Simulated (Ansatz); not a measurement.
# Isomers

Structures of MgAlNH$_{4}$, singlet, relaxed at PBE0-D4/def2-TZVP (vibrations not checked; lower isomers may exist, and structures with a doubtful reference or unclear bonds are left out). Computed with Ansatz 0.2.0 (basis: def2-TZVPP); correlated methods freeze the cores. The outer core shell of Li, Na, Mg and K is correlated. The def2 sets are not built for correlating such inner shells, so the correlated values are less sure here. B3LYP uses VWN-RPA correlation.

(1) Rank them by CCSD(T) energy, lowest first, and give each one's height above the lowest. Links in brackets join atoms within 1.22 times the sum of their covalent radii (1.1 for two metals). (To be estimated.)
A.
MgAlNH₄ ([NH2][AlH][MgH])
```
7
angstrom
N -1.2519 0.5485 -0.8327
Al -0.0961 0.5277 0.5214
Mg 1.8803 -1.3549 0.6108
H -1.2562 -0.0920 -1.6098
H -2.0042 1.2132 -0.9300
H -0.3941 1.6972 1.5751
H 3.1221 -2.5396 0.6652
```
B.
MgAlNH₄ ([NH2]1[MgH][AlH]1)
```
7
angstrom
N -0.3296 0.0084 -0.6026
Al 0.8861 -1.1633 0.3893
Mg -0.1379 1.1169 1.2158
H -0.1187 0.2810 -1.5597
H -1.2849 -0.3504 -0.6339
H -0.7225 2.5857 1.8637
H 1.5431 -2.2562 -0.6013
```
C.
a complex of MgAlNH₂ ([NH]1[Mg][AlH]1) + H₂
```
7
angstrom
Mg -1.7051 -0.8084 -1.1475
N 0.0565 -0.8874 -0.3324
Al -0.2778 0.7727 0.2112
H 3.0382 -0.1789 1.4578
H 0.9158 -1.3901 -0.1312
H 0.4596 1.9154 1.0517
H 2.7226 0.4884 1.5732
```
D.
MgAlNH₄ ([NH][Al]12[H][MgH]1[H]2)
```
7
angstrom
N 1.7946 -1.0122 0.9221
Al 0.4643 -0.3206 0.1673
Mg -1.6533 1.0753 -0.6773
H -0.5752 -0.4188 -1.1906
H -2.9843 1.9743 -1.1827
H -0.3875 1.0099 0.7545
H 2.3036 -1.8115 0.5658
```

(2) Do PBE-D4, r2SCAN-D4, PBE0-D4, B3LYP-D4, wB97M-V, HF, MP2 give the same order? (Judge from chemistry; the calculation decides.)

No T1 diagnostic of these runs exceeds 0.021. The restricted Hartree–Fock reference is unstable towards an unrestricted one at one or more of these structures. A large double-excitation amplitude points to some diradical character; no triplet was computed.

For scale, one of the runs: CCSD(T)/def2-TZVPP, 161 basis functions, launched by `ansatz run in.yaml --threads 2 --pin off --events-out ev --progress --plain --max-ram 4352MiB`. The run took 32 s on 2 CPU threads of an Arm Neoverse V1 (shared host), with 1.2 GiB of host memory at its peak.

Results:

(1) Computed: A (0.00 kcal/mol), B (8.64 kcal/mol), C (30.79 kcal/mol), D (42.02 kcal/mol). Heights count from the lowest.

(2) The calculation gives: All do.
